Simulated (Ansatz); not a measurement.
Input file for borazine, B3H6N3:

```yaml
crystal:
  periodic: [false, false, false]
  atoms:
    - {symbol: B, position_ang: [-0.725589, -1.223232, 0.253643]}
    - {symbol: N, position_ang: [0.524172, -0.956613, 0.883313]}
    - {symbol: B, position_ang: [1.265111, 0.238618, 0.655503]}
    - {symbol: N, position_ang: [0.704958, 1.188451, -0.246434]}
    - {symbol: B, position_ang: [-0.539519, 0.984618, -0.909151]}
    - {symbol: N, position_ang: [-1.229157, -0.231814, -0.636832]}
    - {symbol: H, position_ang: [-1.326893, -2.236959, 0.463839]}
    - {symbol: H, position_ang: [0.899845, -1.642237, 1.516363]}
    - {symbol: H, position_ang: [2.313564, 0.436334, 1.198685]}
    - {symbol: H, position_ang: [1.210211, 2.040203, -0.423075]}
    - {symbol: H, position_ang: [-0.986623, 1.800589, -1.662597]}
    - {symbol: H, position_ang: [-2.110080, -0.397958, -1.093267]}
basis:
  gaussian: {orbitals: def2-SVP}
correlation: {method: ccsd_t}
```

```sh
$ ansatz run in.yaml --threads 2 --pin off --events-out ev --progress --plain --max-ram 32768MiB --backend cpu
```

Log, shortened:

```
Functional definition: HF
1164 factors; integrals over basis functions are off by at most 1.1e-3 eV
mean field evaluation 1: about -6552.4025 eV, gradient 4.6e1 eV
mean field evaluation 2: about -6552.5478 eV, gradient 4.6e1 eV
mean field evaluation 4: about -6557.4019 eV, gradient 3.8e0 eV
mean field evaluation 8: about -6557.4555 eV, gradient 2.1e-4 eV
mean field -6557.45547052 eV, -240.9820437385 hartree, gradient 3.7e-6 eV, S^2 0.000000; 0 other end points of the search recorded, 0 dependent functions left out
6 core orbitals not correlated: weight in the atoms' cores, before any rotation towards them, 1.000 or more for the frozen orbitals, at most 0.000 for the correlated occupied ones
reference -6557.45547052 eV, -240.9820437385 hartree; 15, 15 occupied and 93, 93 virtual orbitals, 1164 factors
second order -20.01259778 eV of doubles, -0.00000000 eV of singles
cycle   1  -20.67559559 eV  change   -6.6e-1 eV  update   1.1e-1
cycle   2  -21.21315955 eV  change   -5.4e-1 eV  update   3.1e-2
cycle   3  -21.33279794 eV  change   -1.2e-1 eV  update   1.8e-2
cycle   4  -21.32059420 eV  change    1.2e-2 eV  update   5.9e-3
cycle   5  -21.31977234 eV  change    8.2e-4 eV  update   2.5e-3
cycle   6  -21.32026137 eV  change   -4.9e-4 eV  update   6.5e-4
cycle   7  -21.31997351 eV  change    2.9e-4 eV  update   2.1e-4
cycle   8  -21.31996633 eV  change    7.2e-6 eV  update   5.0e-5
cycle   9  -21.31996628 eV  change    4.7e-8 eV  update   1.1e-5
perturbative correction -0.69216796 eV, -0.0254367032 hartree
Total energy: -6579.46760475 eV, -241.7909747514 hartree
```

It took 9 s on 2 threads of a server CPU on a shared host, with 0.66 GiB of host memory at the peak.

The correlation energy is -22.012 eV, 3.1 % of it from (T); the T1 diagnostic reads 0.0158.
